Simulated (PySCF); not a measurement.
Deuteron quadrupole couplings in `O=CC1=CC1`

Species: C₄H₄O.
Structure used (PBE0-D3(BJ)/def2-SVP), in Å, numbered top down from 1:
```xyz
9
C4H4O angstrom
O      2.3103    1.3987    0.3986
C      1.7789    0.4488   -0.1191
C      0.3653    0.1155    0.0635
C     -0.7907    0.4139    0.5870
C     -0.7591   -0.8300   -0.2484
H      2.3435   -0.2483   -0.7848
H     -1.4023    1.0776    1.1939
H     -0.8002   -1.8131    0.2455
H     -1.2245   -0.8225   -1.2461
```

Level: PBE0/pcSseg-1 (PySCF, non-relativistic); Q(2H) = 0.00286 b; rigid geometry, the same for H and D, with no vibrational averaging.

**Question.** Rank these positions by the coupling χzz of a deuteron there, largest first.
A. H7 (vinylic hydrogen)
B. H9 (methylene hydrogen)
C. H6 (formyl hydrogen)

**Answer.** A (212 kHz), B (195 kHz), C (170 kHz).

**Question.** Give the electric field gradient Vzz (the principal value of largest size), its asymmetry and the 2H coupling at each hydrogen.

**Answer.** 
| atom | bonded to | bond length (Å) | Vzz (au) | η | χzz (kHz) |
| --- | --- | --- | --- | --- | --- |
| H6 | C2 | 1.117 | 0.2525 | 0.02 | 170 |
| H7 | C4 | 1.088 | 0.3152 | 0.03 | 212 |
| H8 | C5 | 1.101 | 0.2904 | 0.08 | 195 |
| H9 | C5 | 1.101 | 0.2903 | 0.08 | 195 |

**Question.** A static deuteron (I = 1) shows a doublet split by (3/2)χ, (3/4)χ(1 + η) and (3/4)χ(1 − η) with the field along z, y and x of the gradient. What are these for H7?

**Answer.** With |χ| = 211.8 kHz and η = 0.026: 318, 163 and 155 kHz, to first order and without motion.

The structure is a single PBE0-D3(BJ)/def2-SVP conformer in the gas phase; no vibrational or solvent corrections. The small basis limits the accuracy of the gradients.
